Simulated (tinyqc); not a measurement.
LCCD on RHF in the sto-6g basis, frozen core, for BH3, spin multiplicity 1, step by step (part 2 of 2). Computed by tinyqc, a small Python program that keeps every step (integrals from PySCF). Command: `OMP_NUM_THREADS=1 python tinyqc.py 29995 29996 out.jsonl` (the two numbers bound the seeds that draw the settings). One thread of a shared host (Intel(R) Xeon(R) Processor @ 2.60GHz), about 0.2 s of CPU time with the checks.

Geometry (angstrom):
```
atom          x          y         z
B      0.000000   0.000000  0.040000
H      1.186000   0.000000  0.000000
H     -0.593000   1.027000  0.000000
H     -0.593000  -1.027000  0.000000
```

## Convergence

Stop when the energy changes by less than 1e-10 hartree and every element of the error matrix X^T (F D S - S D F) X is below 3e-06.

Course of the cycle:
```
iteration   E (hartree)     change  largest element of the error matrix
1          -24.15347635          -                             7.83e-01
2          -26.32354196  -2.17e+00                             1.10e-01
3          -26.32868530  -5.14e-03                             9.11e-03
4          -26.32872036  -3.51e-05                             7.09e-04
5          -26.32872148  -1.12e-06                             5.62e-05
6          -26.32872148  -2.55e-09                             5.91e-07
7          -26.32872148  -3.48e-13                             9.17e-08
```

PySCF RHF in the same basis = -26.32872148 hartree

Converged in 7 iterations.

## Integrals over molecular orbitals

coefficients C, order 1B 1s, 1B 2s, 1B 2px, 1B 2py, 1B 2pz, 2H 1s, 3H 1s, 4H 1s:
```
[[0.994229, -0.219354, 0.000000, -0.000017, -0.012860, -0.245408, 0.000292, 0.000000],
 [0.024575, 0.550926, 0.000000, 0.000065, 0.061112, 1.472369, -0.001835, 0.000000],
 [-0.000001, -0.000043, 0.000000, 0.507791, 0.000000, 0.001351, 1.190646, 0.000000],
 [0.000000, 0.000000, 0.507795, 0.000000, 0.000000, 0.000000, 0.000000, 1.190655],
 [-0.000139, -0.006384, 0.000000, 0.000001, 0.998253, -0.070790, 0.000086, 0.000000],
 [-0.004339, 0.282371, 0.000000, 0.517053, -0.019532, -0.747405, -0.992845, 0.000000],
 [-0.004339, 0.282432, 0.447761, -0.258485, -0.019529, -0.745704, 0.497812, -0.860661],
 [-0.004339, 0.282432, -0.447761, -0.258485, -0.019529, -0.745704, 0.497812, 0.860661]]
```

core Hamiltonian H = T + V (hartree), order 1B 1s, 1B 2s, 1B 2px, 1B 2py, 1B 2pz, 2H 1s, 3H 1s, 4H 1s:
```
[[-13.782345, -3.432455, 0.000005, 0.000000, 0.001987, -0.908831, -0.909020, -0.909020],
 [-3.432455, -4.665358, 0.000029, 0.000000, 0.016404, -2.032683, -2.032939, -2.032939],
 [0.000005, 0.000029, -3.975327, 0.000000, -0.000001, -1.824951, 0.912633, 0.912633],
 [0.000000, 0.000000, 0.000000, -3.975325, 0.000000, 0.000000, -1.580550, 1.580550],
 [0.001987, 0.016404, -0.000001, 0.000000, -3.793396, 0.064955, 0.064965, 0.064965],
 [-0.908831, -2.032683, -1.824951, 0.000000, 0.064955, -3.183327, -0.482153, -0.482153],
 [-0.909020, -2.032939, 0.912633, -1.580550, 0.064965, -0.482153, -3.183505, -0.482277],
 [-0.909020, -2.032939, 0.912633, 1.580550, 0.064965, -0.482153, -0.482277, -3.183505]]
```

Given earlier and not repeated: Two-electron integrals (ij|kl) in chemists' order.

(pq|rs) = sum C_ip C_jq C_kr C_ls (ij|kl), one index at a time.

one-electron integrals over orbitals h = C^T H C (hartree):
```
[[-13.769677, 0.300218, 0.000000, 0.000025, 0.020089, 0.320709, -0.000379, 0.000000],
 [0.300218, -3.802862, 0.000000, 0.000030, -0.010678, -0.622452, 0.000790, 0.000000],
 [0.000000, 0.000000, -3.545687, 0.000000, 0.000000, 0.000000, 0.000000, -0.625317],
 [0.000025, 0.000030, 0.000000, -3.545635, -0.000004, -0.000808, -0.625364, 0.000000],
 [0.020089, -0.010678, 0.000000, -0.000004, -3.791666, 0.032792, -0.000037, 0.000000],
 [0.320709, -0.622452, 0.000000, -0.000808, 0.032792, -2.992015, -0.000204, 0.000000],
 [-0.000379, 0.000790, 0.000000, -0.625364, -0.000037, -0.000204, -3.158788, 0.000000],
 [0.000000, 0.000000, -0.625317, 0.000000, 0.000000, 0.000000, 0.000000, -3.158779]]
```

Two-electron integrals over orbitals (pq|rs), unique and non-zero (hartree); the lowest 1 orbital is frozen and left out:
```
(22|22) 0.443343    (32|32) 0.121443    (33|22) 0.439878    (33|33) 0.493477
(42|22) -0.000026   (42|33) -0.063489   (42|42) 0.121423    (43|32) -0.063482
(43|43) 0.049249    (44|22) 0.439850    (44|33) 0.394940    (44|42) 0.063500
(44|44) 0.493489    (52|22) -0.001569   (52|33) -0.001020   (52|42) 5.07e-08
(52|44) -0.001020   (52|52) 0.068867    (53|32) -0.001405   (53|43) 0.001425
(53|53) 0.017940    (54|22) 3.46e-07    (54|33) 0.001425    (54|42) -0.001405
(54|44) -0.001425   (54|52) 3.90e-06    (54|54) 0.017939    (55|22) 0.462765
(55|33) 0.435339    (55|42) -2.06e-06   (55|44) 0.435332    (55|52) 0.009970
(55|54) 1.43e-06    (55|55) 0.587375    (62|22) 0.042461    (62|33) 0.022191
(62|42) 6.72e-07    (62|44) 0.022136    (62|52) -0.000558   (62|54) 2.94e-06
(62|55) 0.107757    (62|62) 0.071244    (63|32) -0.042569   (63|43) 0.040116
(63|53) 0.001666    (63|63) 0.058607    (64|22) 0.000067    (64|33) 0.040216
(64|42) -0.042688   (64|44) -0.040146   (64|52) 4.90e-06    (64|54) 0.001669
(64|55) 0.000127    (64|62) 0.000137    (64|64) 0.058751    (65|22) -0.004023
(65|33) -0.001828   (65|42) 0.000007    (65|44) -0.001821   (65|52) 0.065291
(65|54) 0.000025    (65|55) 0.001149    (65|62) -0.006368   (65|64) -4.85e-06
(65|65) 0.068436    (66|22) 0.441694    (66|33) 0.440593    (66|42) 0.000254
(66|44) 0.440861    (66|52) -0.007201   (66|54) -4.84e-06   (66|55) 0.463196
(66|62) 0.030372    (66|64) -0.000069   (66|65) -0.009167   (66|66) 0.460904
(72|22) -0.000054   (72|33) 0.025052    (72|42) -0.003801   (72|44) -0.025110
(72|52) 3.49e-08    (72|54) 0.002415    (72|55) -0.000135   (72|62) -0.000036
(72|64) 0.045916    (72|65) 0.000008    (72|66) -0.000061   (72|72) 0.048822
(73|32) 0.051833    (73|43) -0.023778   (73|53) -0.001229   (73|63) -0.030080
(73|73) 0.036453    (74|22) 0.045880    (74|33) 0.053285    (74|42) -0.051726
(74|44) 0.005894    (74|52) 0.004171    (74|54) 0.001226    (74|55) 0.096886
(74|62) 0.067748    (74|64) 0.030121    (74|65) -0.001380   (74|66) 0.028681
(74|72) 0.009525    (74|74) 0.105012    (75|22) 3.59e-06    (75|33) -0.002650
(75|42) 0.005578    (75|44) 0.002655    (75|52) -0.000080   (75|54) 0.016215
(75|55) -1.84e-06   (75|62) 0.000008    (75|64) -0.002025   (75|65) -0.000058
(75|66) 0.000022    (75|72) 0.000745    (75|74) -0.002375   (75|75) 0.020295
(76|22) -4.28e-06   (76|33) -0.057522   (76|42) 0.108861    (76|44) 0.057572
(76|52) 0.000010    (76|54) -0.001836   (76|55) 0.000011    (76|62) 0.000011
(76|64) -0.045207   (76|65) 0.000016    (76|66) 0.000266    (76|72) -0.009236
(76|74) -0.052930   (76|75) 0.004944    (76|76) 0.111088    (77|22) 0.458734
(77|33) 0.425216    (77|42) 0.028175    (77|44) 0.490639    (77|52) 0.001542
(77|54) -0.001539   (77|55) 0.477837    (77|62) 0.046213    (77|64) -0.036691
(77|65) -0.000995   (77|66) 0.468133    (77|72) -0.031132   (77|74) 0.042862
(77|75) 0.000852    (77|76) 0.029124    (77|77) 0.529420    (82|32) -0.003816
(82|43) 0.025086    (82|53) 0.002415    (82|63) 0.045899    (82|73) -0.009721
(82|82) 0.048825    (83|22) 0.045855    (83|33) 0.005853    (83|42) 0.051782
(83|44) 0.053332    (83|52) 0.004172    (83|54) -0.001226   (83|55) 0.096880
(83|62) 0.067730    (83|64) -0.030005   (83|65) -0.001374   (83|66) 0.028926
(83|72) -0.009745   (83|74) 0.036396    (83|75) 0.002381    (83|76) 0.053043
(83|77) 0.064868    (83|83) 0.105083    (84|32) 0.051783    (84|43) -0.023730
(84|53) -0.001227   (84|63) -0.030012   (84|73) 0.032374    (84|82) -0.009662
(84|84) 0.036380    (85|32) 0.005578    (85|43) -0.002651   (85|53) 0.016215
(85|63) -0.002019   (85|73) 0.002382    (85|82) 0.000745    (85|84) 0.002379
(85|85) 0.020295    (86|32) 0.108802    (86|43) -0.057449   (86|53) -0.001832
(86|63) -0.044992   (86|73) 0.053039    (86|82) -0.009172   (86|84) 0.052986
(86|85) 0.004941    (86|86) 0.110947    (87|32) -0.028570   (87|43) 0.032914
(87|53) 0.001546    (87|63) 0.036895    (87|73) -0.011258   (87|82) 0.031110
(87|84) -0.011212   (87|85) -0.000869   (87|86) -0.029409   (87|87) 0.034466
(88|22) 0.458745    (88|33) 0.490777    (88|42) -0.028441   (88|44) 0.425070
(88|52) 0.001542    (88|54) 0.001544    (88|55) 0.477839    (88|62) 0.046281
(88|64) 0.036938    (88|65) -0.000997   (88|66) 0.467994    (88|72) 0.031038
(88|74) 0.064959    (88|75) -0.000862   (88|76) -0.029332   (88|77) 0.460837
(88|83) 0.042690    (88|88) 0.529561
```

## LCCD: starting amplitudes

orbital energies (hartree): [-7.524383, -0.668930, -0.466874, -0.466872, 0.233777, 0.692947, 0.746332, 0.746344]

t_ij^ab = <ij||ab> / (e_i + e_j - e_a - e_b), whose energy is MP2.

Starting amplitudes (spin orbitals 1a, 1b, ...; amplitudes related by a flip of all spins are not repeated; the 24 largest):
```
from      to          t
3a 3b  8a 8b  -0.043307
4a 4b  7a 7b  -0.043279
2a 2b  5a 5b  -0.038145
2a 4b  6a 7b  -0.026309
2a 3b  6a 8b  -0.026302
2a 2b  6a 6b  -0.026156
4a 4b  6a 6b  -0.025328
3a 3b  6a 6b  -0.025266
2a 4b  6b 7a   0.017831
2a 3b  6b 8a   0.017824
2a 2b  8a 8b  -0.017249
2a 2b  7a 7b  -0.017248
3a 3b  7a 7b  -0.015023
3a 4b  7b 8a   0.015000
4a 4b  8a 8b  -0.014993
3a 4b  7a 8b  -0.013342
3a 3b  5a 5b  -0.012802
4a 4b  5a 5b  -0.012802
4a 4b  6a 7b  -0.012693
3a 3b  6a 7b   0.012676
3a 4b  6a 8b   0.012647
3a 4b  6b 8a  -0.012644
2a 4a  6a 7a  -0.008478
2a 3a  6a 8a  -0.008478
```

correlation energy = -0.03629402 hartree

## LCCD: amplitude update 1

t_ij^ab D_ij^ab are set to the remaining terms of the spin-orbital equations, evaluated with the old amplitudes; for the doubles these are <ij||ab> + 1/2 <ab||ef> t_ij^ef + 1/2 <mn||ij> t_mn^ab + P(ij)P(ab) <mb||ej> t_im^ae, D the orbital-energy denominators (linear CCD).

Amplitudes after update 1 (spin orbitals 1a, 1b, ...; amplitudes related by a flip of all spins are not repeated; the 24 largest):
```
from      to          t
3a 3b  8a 8b  -0.056509
4a 4b  7a 7b  -0.056470
2a 2b  5a 5b  -0.049480
2a 4b  6a 7b  -0.034439
2a 3b  6a 8b  -0.034426
4a 4b  6a 6b  -0.033432
3a 3b  6a 6b  -0.033346
2a 2b  6a 6b  -0.032044
2a 4b  6b 7a   0.025781
2a 3b  6b 8a   0.025769
2a 2b  8a 8b  -0.021246
2a 2b  7a 7b  -0.021245
3a 4b  7a 8b  -0.019782
3a 4b  7b 8a   0.019674
4a 4b  6a 7b  -0.017359
3a 3b  6a 7b   0.017339
3a 4b  6a 8b   0.017295
3a 4b  6b 8a  -0.017294
3a 3b  7a 7b  -0.017131
4a 4b  8a 8b  -0.017090
3a 3b  5a 5b  -0.012697
4a 4b  5a 5b  -0.012696
2a 4a  6a 7a  -0.008658
2a 3a  6a 8a  -0.008657
```

correlation energy = -0.04749445 hartree

## LCCD: amplitude update 2

As before.

Amplitudes after update 2 (spin orbitals 1a, 1b, ...; amplitudes related by a flip of all spins are not repeated; the 24 largest):
```
from      to          t
3a 3b  8a 8b  -0.061215
4a 4b  7a 7b  -0.061173
2a 2b  5a 5b  -0.053477
2a 4b  6a 7b  -0.036915
2a 3b  6a 8b  -0.036900
4a 4b  6a 6b  -0.036523
3a 3b  6a 6b  -0.036429
2a 2b  6a 6b  -0.034011
2a 4b  6b 7a   0.028884
2a 3b  6b 8a   0.028870
3a 4b  7a 8b  -0.022673
2a 2b  8a 8b  -0.022449
2a 2b  7a 7b  -0.022447
3a 4b  7b 8a   0.021266
4a 4b  6a 7b  -0.018919
3a 3b  6a 7b   0.018900
3a 4b  6b 8a  -0.018850
3a 4b  6a 8b   0.018849
3a 3b  7a 7b  -0.017360
4a 4b  8a 8b  -0.017315
3a 3b  5a 5b  -0.011060
4a 4b  5a 5b  -0.011058
2a 4a  6a 7a  -0.008031
2a 3a  6a 8a  -0.008030
```

correlation energy = -0.05126560 hartree

## LCCD: convergence

E_corr = 1/4 sum <ij||ab> t_ij^ab; stop when the norm of the change is below 1e-8.

Course of the amplitude iterations:
```
update  correlation energy (hartree)  norm of the change
0                        -0.03629402                   -
1                        -0.04749445            7.88e-02
2                        -0.05126560            2.88e-02
3                        -0.05343084            1.14e-02
4                        -0.05342819            1.48e-03
5                        -0.05342841            2.09e-04
6                        -0.05342825            2.33e-05
7                        -0.05342815            9.05e-06
8                        -0.05342814            1.44e-06
9                        -0.05342813            1.81e-07
10                       -0.05342813            7.14e-08
11                       -0.05342813            1.28e-08
12                       -0.05342813            2.55e-09
```

Converged amplitudes (spin orbitals 1a, 1b, ...; amplitudes related by a flip of all spins are not repeated; the 24 largest):
```
from      to          t
3a 3b  8a 8b  -0.064227
4a 4b  7a 7b  -0.064184
2a 2b  5a 5b  -0.056617
4a 4b  6a 6b  -0.038397
3a 3b  6a 6b  -0.038300
2a 4b  6a 7b  -0.038176
2a 3b  6a 8b  -0.038161
2a 2b  6a 6b  -0.035310
2a 4b  6b 7a   0.030953
2a 3b  6b 8a   0.030938
3a 4b  7a 8b  -0.024897
2a 2b  8a 8b  -0.022930
2a 2b  7a 7b  -0.022928
3a 4b  7b 8a   0.022254
4a 4b  6a 7b  -0.019653
3a 3b  6a 7b   0.019634
3a 4b  6b 8a  -0.019580
3a 4b  6a 8b   0.019577
3a 3b  7a 7b  -0.017164
4a 4b  8a 8b  -0.017117
3a 3b  5a 5b  -0.008270
4a 4b  5a 5b  -0.008268
2a 3b  7a 8b   0.007285
2a 3b  7b 8a  -0.007278
```

LCCD total energy = -26.38214961 hartree

Converged in 12 updates, with DIIS from the third.
